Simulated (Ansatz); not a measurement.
Other spins and charges of InH4⁻, triplet at one geometry

All five atoms lie in one plane.

Geometry (PBE0/def2-TZVPD stationary point for this spin, not checked as a minimum):

```xyz
5

In    0.0000    0.0000    0.0000
H     1.2631    0.0000    1.2631
H    -1.2631    0.0000    1.2631
H    -1.2631    0.0000   -1.2631
H     1.2631    0.0000   -1.2631
```

Basis def2-TZVPD with its core potentials; Ansatz 0.2.0. Correlated methods freeze the noble-gas cores and the filled d shells of p-block atoms. Prefix R: restricted or restricted open-shell reference; prefix U: unrestricted. Active spaces: valence = (8e, 8o) chosen from the atoms' valence shells. No spin–orbit coupling is included; scalar relativity enters through the core potentials alone.

Gaps are energies of the second state less the first, at fixed atoms, for a selection of the levels run; each method lands on the state that its own search finds for that charge and spin.

The highest occupied Kohn–Sham level of the anion is positive, up to +1.08 eV, so in those functionals the extra electron is held by the basis alone, which enters their differences from the reference.

PBE gives 0.560 eV for removing an electron, to the doublet. Estimate what UCCSDT(Q) gives in def2-TZVPD.

UCCSDT(Q) in def2-TZVPD gives 0.418 eV, so against it PBE is off by 0.142 eV, of which a good part can be the reference's own basis and frozen-core error.

```
                   level  gap (eV)  error (meV)
                     UHF    -0.224         -642
                    UMP2     0.317         -101
                   UCCSD     0.346          -72
                UCCSD(T)     0.403          -15
                 BCCD(T)     0.402          -16
                  UCCSDT     0.415           -3
  CASSCF (valence space)    -0.254         -672
  NEVPT2 (valence space)     0.200         -218
  MRCISD (valence space)     0.307         -111
MRCISD+Q (valence space)     0.396          -22
                  r2SCAN     0.577          159
                    PBE0     0.504           86
                   B3LYP     0.524          106
                 wB97M-V     0.399          -19
                  B2PLYP     0.383          -35
                 RPA-PBE     0.679          261
```

Wrong sign: UHF, CASSCF (valence space).

Functionals correlate the shells that the reference freezes, so part of their error here is the reference's.

Full CI isn't at hand for all of this; UCCSDT(Q) serves as the reference, and is uncertain by the last step of the cluster series or more. The frozen core follows each run's orbitals, which can shift R against U totals by a few meV for light atoms and by up to 0.1 eV past Ca.
